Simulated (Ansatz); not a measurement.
Working through the interaction energy of a dimer with the counterpoise correction of H₄P₂, SMILES PP

With Ansatz's Python interface.

The cells in order, each with its output:

**Cell 1**
```python
import ansatz as az
```

**Cell 2**
```python
FIRST = [
    ("P", (0.3564, -1.013, -0.08)),
    ("P", (-0.356, 1.0131, 0.0752)),
    ("H", (-0.4856, -1.4853, 0.9276)),
    ("H", (-0.5605, -1.3591, -1.0736)),
    ("H", (0.4921, 1.4883, -0.926)),
    ("H", (0.5536, 1.356, 1.0767)),
]
SECOND = [
    ("P", (1.0563, -0.0758, 4.6115)),
    ("P", (0.462, -1.5783, 3.188)),
    ("H", (1.9512, -0.9202, 5.2699)),
    ("H", (2.0657, 0.4341, 3.7938)),
    ("H", (-0.44, -0.7376, 2.5345)),
    ("H", (-0.5401, -2.0955, 4.0103)),
]
```

**Cell 3**
```python
def energy(atoms, ghosts=()):
    molecule = az.Crystal.molecule()
    for symbol, xyz in atoms:
        molecule = molecule.atom(symbol, xyz)
    calc = (
        molecule.calculation()
        .basis(gaussian="def2-SVP")
        .correlation("mp2")
    )
    deck = calc.input()
    if ghosts:
        deck = deck.set(az.key.basis.gaussian.ghost_atoms, [{"symbol": s, "position_ang": list(xyz)} for s, xyz in ghosts])
    return az.Session.from_dict(deck).plan().execute().report["free_energy_ev"]

# monomers in their own basis and in the basis of the dimer
both = energy(FIRST + SECOND)
alone = energy(FIRST) + energy(SECOND)
ghosted = energy(FIRST, SECOND) + energy(SECOND, FIRST)
print(f"dimer {both:.6f} eV")
print(f"interaction, uncorrected   {23.060548 * (both - alone):8.3f} kcal/mol")
print(f"interaction, counterpoise  {23.060548 * (both - ghosted):8.3f} kcal/mol")
print(f"basis-set superposition    {23.060548 * (alone - ghosted):8.3f} kcal/mol")
```
Output:
```text
dimer -37215.147389 eV
interaction, uncorrected      7.130 kcal/mol
interaction, counterpoise     9.318 kcal/mol
basis-set superposition       2.188 kcal/mol
```

Uncorrected it is 7.130 kcal/mol, with the counterpoise correction 9.318 kcal/mol; the difference, 2.19 kcal/mol, is the superposition error. In this basis both values are repulsive.

These settings explore the input space; basis and method may be short of convergence. The dimer is a generated trial pose of unrelaxed monomers, not a minimum, so the figure is no binding energy, and the basis set is small. Hardware and time: 2.3 s on 1 thread of AMD EPYC 9R45 96-Core Processor (Zen 5) (shared host), peak memory 0.28 GiB.

(Lines on the test bed's own set-up are left out of the output.)
